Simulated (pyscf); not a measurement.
H₃C–CH(O⁻)–OH -> CH₄ + O=CH–O⁻ (elimination; singlet surface; C–C, H–O broken, C–H formed). PySCF, gas phase, ωB97X-D3(BJ)/def2-SVPD geometries. MP2 and CC: frozen core, UHF for open shells. ΔMP2 is the change of the MP2 total energy from the triple- to the quadruple-zeta basis. Energies in kcal/mol from the reactant's lowest minimum found.

| level | barrier | reaction energy |
|---|---|---|
| ωB97X-D3(BJ)/def2-TZVPD | 36.5 | -24.7 |
| r²SCAN/def2-TZVPD | [?] | -24.7 |
| B3LYP-D3(BJ)/def2-TZVPD | 32.4 | -26.8 |
| MP2/def2-QZVPPD | 37.0 | -22.5 |
| CCSD/def2-TZVPPD | 37.1 | -23.4 |
| CCSD(T)/def2-TZVPPD | 35.9 | -22.8 |
| CCSD(T)/def2-TZVPPD + ΔMP2(QZVPPD) | [?] | [?] |

Question: Some entries are withheld; supply them.

Answer: 
- r²SCAN/def2-TZVPD, barrier: 33.1
- CCSD(T)/def2-TZVPPD + ΔMP2(QZVPPD), barrier: 35.7
- CCSD(T)/def2-TZVPPD + ΔMP2(QZVPPD), reaction energy: -22.6

Of the functionals in the table, ωB97X-D3(BJ) is closest to CCSD(T)/def2-TZVPPD + ΔMP2(QZVPPD) in the barrier (0.7 kcal/mol apart) and B3LYP-D3(BJ) least close (3.4 kcal/mol); that level has limits of its own. On the reactant side the descent ends in a point that may be a rotor saddle (no frequency run), 6.7 kcal/mol over the lowest minimum found and 29.8 kcal/mol under the saddle at ωB97X-D3(BJ)/def2-TZVPD. This is the saddle that the search found; another between the same sides may lie lower. The CCSD(T) − MP2 part came from Ansatz, without density fitting, on the same reference.
